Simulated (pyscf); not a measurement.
Concerted two-bond exchange: H₂Se (SMILES [SeH2]) + GeH₂ (SMILES [GeH2]) [singlet] → H₂Ge=Se (SMILES [GeH2]=[Se]) + H₂ (SMILES [H][H])

Gas phase, singlet surface, charge 0. Bonds broken: Se1–H2, Se1–H3. Bonds formed: Se1–Ge4, H2–H3. Single points on ωB97X-D3(BJ)/def2-SVP structures (PySCF, gas phase).

Transition state (Å):

```xyz
6

Se     1.5368     0.0718    -0.1220
H      1.4939     1.7289    -0.3114
H      1.6352     1.5624     0.6209
Ge    -0.5423    -1.1220    -0.0199
H     -1.4298    -0.2398    -0.9616
H     -1.0761    -0.6567     1.3771
```

One imaginary mode, 1139i cm⁻¹; descent along it reached the two sides named, in the forms told below.

| bond | change | reactant side (Å) | saddle | product side |
|---|---|---|---|---|
| Se1–H2 | breaks | 1.467 | 1.668 | 3.4 |
| Se1–H3 | breaks | 1.467 | 1.668 | 3.5 |
| Se1–Ge4 | forms | 2.6 | 2.400 | 2.134 |
| H2–H3 | forms | 2.114 | 0.957 | 0.760 |

Electronic energies relative to the separated reactants (kJ/mol):

```csv
level,barrier,reaction energy,reverse barrier
ωB97X-D3(BJ)/def2-TZVP,93.1,-122.2,215.3
PBE/def2-TZVP,55.7,-115.0,170.8
r²SCAN/def2-TZVP,63.6,-126.3,189.9
B3LYP-D3(BJ)/def2-TZVP,88.3,-105.4,193.7
PBE0-D3(BJ)/def2-TZVP,74.2,-114.3,188.5
M06-2X/def2-TZVP,101.9,-121.0,222.9
ωB97M-D3(BJ)/def2-TZVP,113.2,-90.2,203.4
HF/def2-TZVP,187.5,-82.2,269.7
```

With ωB97M-D3(BJ)/def2-TZVP energies and thermal terms (ideal gas, 1 atm, RRHO with modes under 100 cm⁻¹ raised to 100, one conformer, R ln 2 for chiral ones without a mode under 150 cm⁻¹), in kJ/mol:

| T (K) | ΔH‡ | ΔG‡ | ΔH | ΔG |
|---|---|---|---|---|
| 298 | 111.9 | 153.9 | -88.8 | -77.6 |
| 600 | 113.4 | 196.2 | -85.3 | -67.7 |
| 900 | 116.3 | 237.0 | -82.5 | -59.5 |
| 1200 | 119.4 | 276.7 | -80.7 | -52.2 |

On the reactant side the descent ends in an adduct with a Ge–Se contact, 83.9 kJ/mol under the separated species and 177.0 kJ/mol under the saddle at ωB97X-D3(BJ)/def2-TZVP. What is counted as formed (Ge–Se) is already present as a longer contact in the reactant adduct; forming that adduct is a step of its own. This is the saddle that the search found; another between the same sides may lie lower. Elements up to Kr have no core potential and no relativistic terms here.
